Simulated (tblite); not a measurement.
C3H3FNS (doublet state).
Bonds: N1–C2 (triple), C2–C3, C3–F4, C3–C5, C5–S6. Hydrogens: H7, H8 on C5; H9 on S6.
Bond orders are those of one Lewis drawing.

Computed with GFN2-xTB (tblite), gas phase: L-BFGS steps from a force-field or distance-geometry start until the largest atomic force falls under 0.01 eV/Å.

Step 32: E = -509.9504 eV
```
atom  x, y, z in Å  |  force x, y, z in eV/Å
N1      2.9138   -0.1955    0.0425    0.075  -0.002  -0.007
C2      1.7832   -0.3800   -0.1170   -0.098   0.017  -0.011
C3      0.4296   -0.5920   -0.2336    0.033  -0.007  -0.003
F4     -0.0270   -1.3436   -1.2527    0.024   0.003   0.002
C5     -0.5811    0.0344    0.6140   -0.036   0.063  -0.021
S6     -1.1040    1.6588   -0.1733    0.020  -0.082   0.034
H7     -1.4737   -0.5783    0.7042   -0.063  -0.016   0.023
H8     -0.1916    0.3178    1.5866    0.049  -0.003   0.037
H9     -1.7357    1.0844   -1.1958   -0.003   0.027  -0.054
```

Step 33: E = -509.9510 eV
```
atom  x, y, z in Å  |  force x, y, z in eV/Å
N1      2.9135   -0.1892    0.0377    0.024  -0.007  -0.011
C2      1.7824   -0.3769   -0.1178   -0.060   0.012  -0.011
C3      0.4295   -0.5950   -0.2315    0.026  -0.007  -0.007
F4     -0.0273   -1.3494   -1.2487    0.034   0.004   0.003
C5     -0.5826    0.0326    0.6141   -0.032   0.052  -0.010
S6     -1.0987    1.6576   -0.1726    0.012  -0.056   0.027
H7     -1.4771   -0.5775    0.7041   -0.057  -0.023   0.013
H8     -0.1940    0.3135    1.5877    0.050   0.005   0.042
H9     -1.7323    1.0902   -1.1980    0.002   0.020  -0.046
```

Step 34: E = -509.9518 eV
```
atom  x, y, z in Å  |  force x, y, z in eV/Å
N1      2.9114   -0.1724    0.0255   -0.042  -0.013  -0.016
C2      1.7801   -0.3695   -0.1214   -0.005   0.001  -0.010
C3      0.4291   -0.6025   -0.2268   -0.018   0.005  -0.007
F4     -0.0273   -1.3678   -1.2362    0.051   0.005   0.001
C5     -0.5869    0.0292    0.6138   -0.008  -0.007   0.029
S6     -1.0867    1.6554   -0.1679   -0.011   0.010  -0.006
H7     -1.4854   -0.5771    0.7020   -0.023  -0.019  -0.002
H8     -0.1992    0.3035    1.5906    0.034   0.015   0.028
H9     -1.7217    1.1072   -1.2046    0.021   0.004  -0.018
```

Problem. Estimate the geometry and energy of step 35. (The exact step hangs on the optimiser's Hessian estimate; all steps are aligned on step 34, rigid shifts and turns removed.)

Solution. E = -509.9520 eV, largest force 0.045 eV/Å
```
atom  x, y, z in Å  |  force x, y, z in eV/Å
N1      2.9105   -0.1696    0.0233   -0.026  -0.010  -0.015
C2      1.7794   -0.3682   -0.1227   -0.010   0.000  -0.006
C3      0.4289   -0.6035   -0.2264   -0.029   0.010  -0.001
F4     -0.0265   -1.3725   -1.2330    0.044   0.000  -0.007
C5     -0.5878    0.0287    0.6137   -0.003  -0.021   0.035
S6     -1.0862    1.6555   -0.1660   -0.012   0.018  -0.010
H7     -1.4867   -0.5778    0.7015   -0.011  -0.013  -0.003
H8     -0.1995    0.3020    1.5910    0.025   0.014   0.019
H9     -1.7186    1.1115   -1.2066    0.023   0.000  -0.012
```

The energy changes by -0.0002 eV. The first-order estimate −F·Δx gives -0.0002 eV and the mean of the old and new forces, exact on a quadratic surface, -0.0002 eV. The step makes an angle of 78° with the force vector and moves no atom by more than 0.006 Å.

The cost below is that of the whole relaxation. Hardware: an Arm Neoverse V1 with one thread, on a shared host. Cost: 0.23 s of wall time.
